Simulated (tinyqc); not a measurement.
Inside a calculation. Method: MP2 on RHF in the sto-6g basis, frozen core, for H2O, spin multiplicity 1. One step of it, computed by the program tinyqc.

Problem. Orthogonalisation. S = U s U^T; symmetric (Loewdin) form X = U s^(-1/2) U^T, so that X^T S X = 1.

overlap S, order 1O 1s, 1O 2s, 1O 2px, 1O 2py, 1O 2pz, 2H 1s, 3H 1s:
```
[[1.000000, 0.231145, 0.000000, 0.000000, 0.000000, 0.056999, 0.056999],
 [0.231145, 1.000000, 0.000000, 0.000000, 0.000000, 0.484805, 0.484805],
 [0.000000, 0.000000, 1.000000, 0.000000, 0.000000, 0.000000, 0.000000],
 [0.000000, 0.000000, 0.000000, 1.000000, 0.000000, 0.338106, -0.338106],
 [0.000000, 0.000000, 0.000000, 0.000000, 1.000000, 0.207904, 0.207904],
 [0.056999, 0.484805, 0.000000, 0.338106, 0.207904, 1.000000, 0.218810],
 [0.056999, 0.484805, 0.000000, -0.338106, 0.207904, 0.218810, 1.000000]]
```

Give: eigenvalues of S; X.

Solution.

eigenvalues of S: [0.3367, 0.4001, 0.8984, 1.0000, 1.0755, 1.3811, 1.9082]

X, order 1O 1s, 1O 2s, 1O 2px, 1O 2py, 1O 2pz, 2H 1s, 3H 1s:
```
[[1.0229, -0.1396, 0.0000, 0.0000, -0.0084, 0.0205, 0.0205],
 [-0.1396, 1.2617, 0.0000, 0.0000, 0.1014, -0.3097, -0.3097],
 [0.0000, 0.0000, 1.0000, 0.0000, 0.0000, 0.0000, 0.0000],
 [0.0000, 0.0000, 0.0000, 1.1345, 0.0000, -0.2516, 0.2516],
 [-0.0084, 0.1014, 0.0000, 0.0000, 1.0427, -0.1308, -0.1308],
 [0.0205, -0.3097, 0.0000, -0.2516, -0.1308, 1.2183, -0.0791],
 [0.0205, -0.3097, 0.0000, 0.2516, -0.1308, -0.0791, 1.2183]]
```
